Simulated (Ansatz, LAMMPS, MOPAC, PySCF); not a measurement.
## Diamond-structure Si, bulk modulus

Reference value: 101 GPa (measured, 0 K value with zero-point phonon effects removed; as tabulated in Sun et al. (2011), doi:10.1103/physrevb.84.035117).

```csv
level (code),value (GPa),cell (Å³/atom)
Tersoff Si.tersoff.mod (LAMMPS),98.9,20.00
AM1 semi-empirical Hartree-Fock (MOPAC),118,19.79
PBE (Ansatz),[?],20.46
rVV10 (Ansatz),[?],20.63
r²SCAN+rVV10 (Ansatz),98.5,20.07
r²SCANh (Ansatz),99.6,20.09
Hartree–Fock (Ansatz),104,20.86
MP2 (PySCF),104 ± 3,19.57
CCSD(T) (PySCF),97.9 ± 3,19.89
```

### Question
Complete the blanks.

### Answer

- PBE (Ansatz, a quantum-chemistry and plane-wave program), value (GPa): 88.7
- rVV10 (Ansatz), value (GPa): 87.0

Errors against the reference: Tersoff Si.tersoff.mod -2.1 %, AM1 semi-empirical Hartree-Fock (MOPAC) +16.8 %, PBE -12.2 %, rVV10 -13.9 %, r²SCAN+rVV10 -2.5 %, r²SCANh -1.4 %, Hartree–Fock +3.0 %, MP2 +3.0 %, CCSD(T) -3.1 %.

Once the reference is moved by up to 1.7 % (a margin picked here for doubts on the reference and the settings) and values within 1.7 % count as equal, the nearest can be r²SCANh (-1.4 %), Tersoff Si.tersoff.mod (-2.1 %), r²SCAN+rVV10 (-2.5 %), Hartree–Fock (+3.0 %), MP2 (+3.0 %) or CCSD(T) (-3.1 %). By the same margin the farthest can be AM1 semi-empirical Hartree-Fock (MOPAC) (+16.8 %) or rVV10 (-13.9 %). Within 5 %: Tersoff Si.tersoff.mod, r²SCAN+rVV10, r²SCANh, Hartree–Fock, MP2, CCSD(T).

A ± on a computed value is a rough bar: the spread of its extrapolation, a floor set from checks against published values, or a statistical error. AM1 semi-empirical Hartree-Fock (MOPAC): the method was fitted mainly to molecules. AM1 semi-empirical Hartree-Fock (MOPAC): the run uses a supercell at the zone centre in place of a k mesh. Each level is taken at its own relaxed cell. Cutoffs and k meshes differ between the levels. Ansatz's density-functional and Hartree–Fock values are scalar-relativistic unless marked +SOC, with PAW data made under PBE.

Empirical potentials (Tersoff Si.tersoff.mod) are fitted to chosen data: where that held the value shown, agreement is built in, and what lay outside the fit can be far off.

Differences are worked out from the printed values.
